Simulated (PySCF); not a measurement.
**How exact exchange moves a shielding**

Molecule: `C[C@@H]1NC[C@@H]1F`, C4H8FN.

Geometry (Å), atoms numbered from 1 in this order:
```xyz
14

C    -1.443   -0.196   -0.227
C    -0.235    0.633    0.164
N     0.725    0.929   -0.911
C     1.595   -0.177   -0.507
C     0.884   -0.179    0.847
F     0.531   -1.401    1.342
H    -2.020   -0.493    0.662
H    -1.151   -1.114   -0.758
H    -2.108    0.388   -0.882
H    -0.563    1.534    0.713
H     0.356    0.894   -1.859
H     2.676    0.039   -0.521
H     1.419   -1.141   -1.023
H     1.415    0.378    1.634
```

GIAO shieldings (ppm, equivalent atoms averaged) in PySCF on the PBE0-D3(BJ)/def2-SVP geometry, basis pcSseg-1, gas phase, non-relativistic:

```tsv
functional	exact exchange (%)	σ(C5)	σ(C2)	σ(C4)	σ(N3)
BLYP	0	84.2	107.8	115.9	214.7
BP86	0	90.0	113.9	121.5	222.2
PBE	0	90.5	114.3	122.0	221.7
PBE0	25	98.3	122.1	128.9	229.9
mPW1PW91	25	97.4	121.2	128.0	228.7
BHandHLYP	50	99.9	123.1	129.7	230.9
HF	100	113.7	136.1	141.3	243.1
```

(1) Fit each shielding as a line in the percentage of exact exchange.

(2) What does the line predict for B3LYP (20 %), and what does the run give?

## Answers

(1) σ(C5) = 89.2 + 0.25 x (rms 2.5 ppm); σ(C2) = 113.1 + 0.24 x (rms 2.6 ppm); σ(C4) = 120.8 + 0.21 x (rms 2.4 ppm); σ(N3) = 220.7 + 0.23 x (rms 2.9 ppm). The functionals also differ in their semilocal parts, which the line can't hold; Hartree–Fock has no correlation at all.

(2) σ(C5): 94.2 predicted, 91.1 computed; σ(C2): 117.9 predicted, 114.7 computed; σ(C4): 125.0 predicted, 122.1 computed; σ(N3): 225.3 predicted, 222.3 computed ppm.
